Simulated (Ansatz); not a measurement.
**Relaxing iron (bcc)**

Level of theory: Ansatz, DFT, RPBE, plane waves (420 eV) with PAW, scalar-relativistic. (PAW data from PBE, frozen cores regenerated.)

k-point mesh 11×11×11, Fermi-Dirac smearing 0.05 eV, starting moments 2.50, -2.50 μB. Cell and atoms relax.

Starting structure:

```yaml
crystal:
  lattice:
    - [2.86650, 0.00000, 0.00000]
    - [0.00000, 2.86650, 0.00000]
    - [0.00000, 0.00000, 2.86650]
  atoms:
    - { symbol: Fe, position: [0.00000, 0.00000, 0.00000] }
    - { symbol: Fe, position: [0.50000, 0.50000, 0.50000] }
```

Q: What cell does the relaxation end in?

A: Im-3m (spin ignored) with a = 2.833 Å; 11.37 Å³ per atom against 11.78 at the start (-3.5 %).

Q: How much energy does the relaxation gain?

A: 5.1 meV per atom.

Q: Which magnetic state does it end in?

A: antiferromagnetic, largest moment 1.52 μB in the atomic sphere; moments 1.52, -1.52 μB.
